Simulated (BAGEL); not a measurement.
# C2H3ClF2 (1-chloro-1,1-difluoroethane): a scaling law for B3LYP

The species is C2H3ClF2 (8 atoms), meant as a singlet with charge 0. As SMILES, `CC(F)(F)Cl`. The shape is that of a PBE0-D4/def2-TZVP optimisation.

B3LYP (density fitting with tzvpp-jkfit), gradient, BAGEL 1.2.2, on 1 thread of Intel Xeon at 2.30GHz, shared host. N is the number of basis functions, t the processor time.

| basis | N | t (s) | ln N | ln t |
| --- | --- | --- | --- | --- |
| pcseg-0 | 55 | 7.2 | 4.007 | 1.974 |
| pcseg-1 | 89 | 11 | 4.489 | 2.398 |
| aug-pcseg-1 | 146 | 16 | 4.984 | 2.773 |
| pcseg-2 | 196 | ? | 5.278 | ? |

Task: Fit t = C·Nᵖ to the known rows and estimate the time in pcseg-2.

Result: 
1. Means of the 3 rows: ln N = 4.49333, ln t = 2.3817.
2. Σ(Δln N)² = 0.47729, Σ(Δln N·Δln t) = 0.39021, so the slope is 0.39021/0.47729 = 0.81755.
3. Intercept: 2.3817 − (0.81755) × 4.49333 = -1.2918. The largest residual of the fit is 0.020.
4. ln t = -1.2918 + 0.81755 × 5.278, so t ≈ 21 s.

The run took 23 s, so the estimate is too short by a factor of about 1.1. The fitted power is 0.8, with the electron count fixed. So low a power shows that fixed costs still weigh.
